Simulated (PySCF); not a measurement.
Results of a calculation; reference values are marked as such.
CH2ClO

The system: CH2ClO, a small molecule (built as: C site whose three back bonds go to OH, Cl, H); neutral, doublet. The structure, one conformer, was relaxed in the gas phase by PBE0-D3(BJ)/def2-SVP. No frequency run checks that it is a minimum.

SMILES: O[CH]Cl

Coordinates in Å:
```
C1      0.190   -0.337    0.257
O2     -0.025   -0.052   -1.033
Cl3    -0.297    0.854    1.435
H4     -0.063   -1.366    0.529
H5      0.223    0.866   -1.203
```

EPR values by unrestricted B3LYP, IGLO-III on C Cl O, pcH-1 on H.

**Question.** Predict g and the largest hyperfine couplings. Where does the spin sit?

**Answer.** g = 2.0015, 2.0048, 2.0086. The spin sits on C1 (85 %, bonded to 1 Cl + 1 O + 1 H) by Mulliken populations.
```tsv
atom	isotope	isotropic (MHz)	dipolar, principal values (MHz)
C1	13C	312.1	-71.7, -69.9, 141.6
Cl3	35Cl	24.1	-28.0, -19.8, 47.9
O2	17O	-12.3	-55.9, 27.2, 28.8
H4	1H	-2.9	-30.3, -5.4, 35.7
H5	1H	9.2	-12.3, -9.5, 21.8
```

**Question.** How do the isotropic couplings move with BHandHLYP?

**Answer.** C1 312.1 to 351.8 MHz, Cl3 24.1 to 25.6 MHz, O2 -12.3 to -20.0 MHz, H4 -2.9 to -12.7 MHz.
